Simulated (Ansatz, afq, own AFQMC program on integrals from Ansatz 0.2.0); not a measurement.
# ZrS, triplet → ZrS⁺, quartet

```xyz
2

Zr    0.0000    0.0000    0.0000
S     0.0000    0.0000    2.1829
```

E(quartet, charge +1) − E(triplet, charge +0) at this geometry, on ROHF and UHF determinants.

Basis def2-SVP with its core potentials. Noble-gas cores (and the filled d shells of Ga–Kr and In–Xe) are frozen. Ansatz 0.2.0 and our own AFQMC program on the same integrals; the CISD trial comes from CCSD amplitudes, and released means the phaseless constraint is let go. Error bars are statistical, one sigma. No spin–orbit coupling. The metal's outer-core s and p shells are frozen, which shifts wave-function levels against functionals. The errors of all members are added in quadrature.

No full CI on the walks' own integrals is used here; CCSDT(Q) serves as the reference and is uncertain by about the last step of the cluster series. Each member takes its own surest rung, up to full CI.

Errors are counted within def2-SVP, not against nature.

Cautions: no spin-orbit coupling; outer-core shells of the metal frozen; ZrS (triplet): another spin lies lower, a spin-contaminated unrestricted determinant lies lower (UHF 127 meV lower, ⟨S²⟩ 2.05), raised T1 diagnostic (T1 0.043, weight of the determinant 0.86, largest double 0.07), (T) is large, 7 % of the CCSD correlation, CCSDT(Q) on the UHF determinant differs (91 meV lower), by its state or its frozen core; ZrS⁺ (quartet): another spin lies lower, its ph-AFQMC/CISD value lies 28 ± 4 meV above CCSDT(Q); this isn't the first ionization; core correlation is missing, and it shifts such a gap most where an s electron is promoted.

```csv
level,vertical ionization energy (kcal/mol)
CCSD,194.7
HF,167.2
```

Task: From these cheaper values, estimate the vertical ionization energy at the reference level in def2-SVP.

Result: 198.5 kcal/mol (CCSDT(Q) in def2-SVP).

```
         level  vertical ionization energy (kcal/mol)  error against CCSDT(Q) (kcal/mol)
           MP2                                  201.3                                2.7
       CCSD(T)                                  199.3                                0.8
         CCSDT                                  199.1                                0.6
 ph-AFQMC/CISD                            199.0 ± 0.1                          0.4 ± 0.1
released AFQMC                            199.0 ± 0.2                          0.5 ± 0.2
```

Correlation beyond CCSD(T) takes off 0.8 kcal/mol. The perturbative (T) step is worth +4.6 kcal/mol.

A walk keeps the symmetry of its determinant, which the program's search chose and which needn't be the lowest solution, so a lower state of the same spin and another symmetry isn't excluded. Released energies are given only where the last usable release times agree within the noise; a slower fall can still hide under it.
